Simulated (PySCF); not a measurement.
Problem. What does the PBE0-D3(BJ)/def2-TZVP structure of InChI=1S/C4H8S/c1-3-4(2)5-3/h3-4H,1-2H3/t3-,4-/m0/s1 look like in three dimensions?

Solution. 
Z-matrix in Å and degrees, rows numbered from 1:
```
C 
C   1  1.4994
S   2  1.8141  1  118.68
C   2  1.4775  1  121.01  3   -77.72
C   4  1.4995  2  120.98  3   110.22
H   1  1.0949  2  110.22  3   161.21
H   1  1.0914  2  110.58  3    41.02
H   1  1.0915  2  111.17  3   -79.08
H   2  1.0877  1  115.08  3   137.12
H   4  1.0877  2  114.77  3  -104.54
H   5  1.0914  4  110.58  2   -37.29
H   5  1.0915  4  111.18  2  -157.39
H   5  1.0949  4  110.21  2    82.90
```

The C–C distances run from 1.477 Å (C2–C4, drawn single) to 1.499 Å (C4–C5, drawn single), a spread of 0.022 Å. Of the pairs four or more bonds apart, H7···H10 is among the closest relative to their van der Waals radii: 2.49 Å, 104 % of the sum of Bondi's values. The 3-membered ring C2–S3–C4 has internal angles of 48.1° to 66.0°.

Computed with PBE0-D3(BJ)/def2-TZVP geometry optimisation, gas phase in PySCF.

Point group: C2 (every atom within 0.08 Å of its image). Stationary, but not proved a minimum.
